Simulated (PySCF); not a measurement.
**BH2F− (SMILES [BH2-]F) at UPBE0/STO-6G**

Aim: the energy change on altering one bond length of BH2F− at UPBE0/STO-6G, from 2 runs. Input form: a Python script.

Program for the calculation: PySCF 2.14.0.

10 further runs of the same task are left out: 10 set aside as unsound or not needed.

**1. The structure to begin with**

The species is BH2F− (4 atoms), meant as a doublet with charge -1. As SMILES, `[BH2-]F`. Geometry: relaxed at GFN2-xTB.

Bond lengths: B1–F2 1.499 Å, B1–H3 1.242 Å, B1–H4 1.242 Å. Angles: F2–B1–H3 108.4°, F2–B1–H4 108.4°, H3–B1–H4 113.0°.

**2. A single-point energy at UPBE0/STO-6G**

The input, run.py:

```python
# [BH2-]F
from pyscf import gto, dft

mol = gto.M(
    atom='''
B       -0.086340       0.304430       0.102380
F        1.031910      -0.468820       0.732960
H       -1.140340      -0.333670       0.256190
H        0.194760       0.498060      -1.091520
''',
    basis='sto-6g',
    spin=1,
    verbose=4,
    max_memory=1860,
    charge=-1,
)

mf = dft.UKS(mol)
mf.xc = 'pbe0'
mf.grids.level = 5
mf.conv_tol = 1e-10
mf.kernel()
if not mf.converged:
    mf = mf.newton().run(mf.mo_coeff, mf.mo_occ)

energy = mf.e_tot
print('Final energy', energy)
```

Launch:

```console
$ OMP_NUM_THREADS=1 python run.py
```

The log of the run:

```text
PySCF version 2.14.0

[INPUT] num. atoms = 4
[INPUT] num. electrons = 17
[INPUT] charge = -1
[INPUT] spin (= nelec alpha-beta = 2S) = 1
[INPUT] symmetry False subgroup None
[INPUT] Mole.unit = angstrom
[INPUT] Symbol           X                Y                Z      unit          X                Y                Z       unit  Magmom
[INPUT]  1 B     -0.086340000000   0.304430000000   0.102380000000 AA   -0.163158953595   0.575289324101   0.193470160633 Bohr   0.0
[INPUT]  2 F      1.031910000000  -0.468820000000   0.732960000000 AA    1.950027285200  -0.885941401719   1.385093660261 Bohr   0.0
[INPUT]  3 H     -1.140340000000  -0.333670000000   0.256190000000 AA   -2.154930288887  -0.630544915984   0.484128935852 Bohr   0.0
[INPUT]  4 H      0.194760000000   0.498060000000  -1.091520000000 AA    0.368043060020   0.941196993601  -2.062673859485 Bohr   0.0

nuclear repulsion = 24.6815915875862
number of shells = 8
number of NR pGTOs = 72
number of NR cGTOs = 12
basis = sto-6g
ecp = {}

******** <class 'pyscf.dft.uks.UKS'> ********
method = UKS
initial guess = minao
damping factor = 0
level_shift factor = 0
DIIS = <class 'pyscf.scf.diis.CDIIS'>
diis_start_cycle = 1
diis_space = 8
diis_damp = 0
SCF conv_tol = 1e-10
SCF conv_tol_grad = None
SCF max_cycles = 50
direct_scf = True
direct_scf_tol = 1e-13
number electrons alpha = 9  beta = 8
XC library pyscf.dft.libxc version 7.0.0
    S. Lehtola, C. Steigemann, M. J.T. Oliveira, and M. A.L. Marques.,  SoftwareX 7, 1–5 (2018)
XC functionals = pbe0
radial grids:
    Treutler-Ahlrichs [JCP 102, 346 (1995); DOI:10.1063/1.469408] (M4) radial grids

becke partition: Becke, JCP 88, 2547 (1988); DOI:10.1063/1.454033
pruning grids: <function nwchem_prune>
grids dens level: 5
symmetrized grids: False
atomic radii adjust function: <function treutler_atomic_radii_adjust>
small_rho_cutoff = 0
Set gradient conv threshold to 1e-05
tot grids = 134120
init E= -124.947440157743
[... the frontier-level lines of each cycle are left out ...]


cycle= 1 E= -124.9714429811  delta_E= -0.024  |g|= 0.202  |ddm|=  1.6
cycle= 2 E= -124.984044407409  delta_E= -0.0126  |g|= 0.194  |ddm|= 0.623
cycle= 3 E= -125.011745996682  delta_E= -0.0277  |g|= 0.0227  |ddm|= 0.292
cycle= 4 E= -125.012166140386  delta_E= -0.00042  |g|= 0.00429  |ddm|= 0.0386
cycle= 5 E= -125.012196457771  delta_E= -3.03e-05  |g|= 0.00107  |ddm|= 0.0119
cycle= 6 E= -125.012198644765  delta_E= -2.19e-06  |g|= 0.000113  |ddm|= 0.00396
cycle= 7 E= -125.012198664438  delta_E= -1.97e-08  |g|= 2.42e-05  |ddm|= 0.000302
cycle= 8 E= -125.012198665564  delta_E= -1.13e-09  |g|= 2.43e-06  |ddm|= 9.54e-05
cycle= 9 E= -125.012198665572  delta_E= -7.28e-12  |g|= 4.02e-07  |ddm|= 5.31e-06
Extra cycle  E= -125.012198665572  delta_E= -3.98e-13  |g|= 1.53e-07  |ddm|= 1.12e-06
converged SCF energy = -125.012198665572  <S^2> = 0.75159682  2S+1 = 2.0015962
Final energy -125.0121986655721
```

Run time: 2.8 s. Hardware: 1 thread of Arm Neoverse V1, shared host; peak memory 0.18 GiB.

**3. The distorted shape, same level**

The input, job.py:

```python
from pyscf import gto, dft

mol = gto.M(
    atom='''
B      0.440655     0.623477     0.025476
F      1.558905    -0.149773     0.656056
H     -1.140340    -0.333670     0.256190
H      0.721755     0.817107    -1.168424
''',
    basis='sto-6g',
    max_memory=1860,
    charge=-1,
    spin=1,
    verbose=3,
)

myscf = dft.UKS(mol)
myscf.xc = 'pbe0'
myscf.grids.level = 5
myscf.conv_tol = 1e-10
myscf.kernel()
if not myscf.converged:
    myscf = myscf.newton().run(myscf.mo_coeff, myscf.mo_occ)

e_final = myscf.e_tot
print('Final energy', e_final)
```

Launch:

```console
$ OMP_NUM_THREADS=1 python job.py
```

The log of the run:

```text
converged SCF energy = -124.930292709622  <S^2> = 0.75132343  2S+1 = 2.001323
Final energy -124.93029270962158
```

Run time: 3.3 s. Hardware: 1 thread of Arm Neoverse V1, shared host; peak memory 0.18 GiB.

**4. Summary of results**

Level: UPBE0/STO-6G.

| quantity | value |
| --- | --- |
| first shape: total energy | -125.01220 Eh |
| first shape: HOMO energy (highest over α and β) | 7.98 eV |
| first shape: LUMO energy (lowest over α and β) | 13.82 eV |
| first shape: ⟨S²⟩ | 0.752 |
| distorted shape: total energy | -124.93029 Eh |
| distorted shape: HOMO energy (highest over α and β) | 6.89 eV |
| distorted shape: LUMO energy (lowest over α and β) | 12.43 eV |
| distorted shape: ⟨S²⟩ | 0.751 |
| energy change with the B1–H3 bond stretched from 1.242 to 1.862 Å | 2.229 eV |

What this shows: With the B1–H3 bond stretched from 1.242 to 1.862 Å the energy rises by 2.23 eV (51 kcal/mol). The first shape isn't relaxed at this level, so the change isn't measured from a minimum. The minimal basis adds a large error of its own. The HOMO (first shape) lies at positive energy, 7.98 eV; only total energies tell whether the electron is bound. The HOMO (distorted shape) lies at positive energy, 6.89 eV; only total energies tell whether the electron is bound.
